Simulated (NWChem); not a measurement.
**H2Si in NWChem**

```xyz
3

Si     0.0000     0.0000     0.1341
H      1.0961     0.0000    -0.9390
H     -1.0961     0.0000    -0.9390
```
Charge 0, spin multiplicity 1.

Program: NWChem. The geometry was optimised at PBE0/def2-SVP, a minimum by its harmonic frequencies.

Symmetry labels belong to the abelian group C2v used in the runs, with the axes of the coordinates shown.

The structure started from a generated list of species.

Problem. List the lowest 4 singlet excitations that TD-PBE/def2-SVPD gives, with oscillator strengths.

Solution. 
| state | symmetry | energy (eV) | wavelength (nm) | f |
|---|---|---|---|---|
| 1 | b2 | 2.30 | 540 | 0.011 |
| 2 | a2 | 4.05 | 306 | 0.000 |
| 3 | a1 | 6.13 | 202 | 0.169 |
| 4 | b1 | 6.87 | 180 | 0.200 |
